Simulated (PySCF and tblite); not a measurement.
The numbers below are computed, except where a source is named.
Stationary points of C₂H₅N at B3LYP-D3(BJ)/def2-SVP, in Å:

Structure A

```
 1 C    -0.503    0.359    0.519
 2 C     0.776   -0.197   -0.107
 3 N    -0.477   -0.284   -0.722
 4 H    -0.624    1.456    0.566
 5 H    -0.919   -0.163    1.399
 6 H     1.523    0.523   -0.485
 7 H     1.227   -1.096    0.348
 8 H    -1.002   -0.598   -1.518
```

Structure B

```
 1 C    -2.624   -0.007    1.311
 2 C    -1.381   -0.547    0.703
 3 N    -2.596   -0.398   -0.098
 4 H    -2.723    1.069    1.498
 5 H    -3.158   -0.638    2.032
 6 H    -0.559    0.129    0.440
 7 H    -1.057   -1.551    1.004
 8 H    -3.051   -1.303   -0.225
```

Level: PBE0/pcSseg-2 + D3(BJ) on B3LYP-D3(BJ)/def2-SVP stationary points, with GFN2-xTB thermal terms.

Problem. Which structure is a saddle point, and along which motion?

Solution. A: one imaginary mode (961i cm⁻¹ at GFN2-xTB, mostly on H8, N3), along the pyramidal inversion at N3.

Problem. Give their symmetry and energies above the lowest.

Solution. A C2v, 16.5 kcal/mol; B Cs, 0.0 kcal/mol.
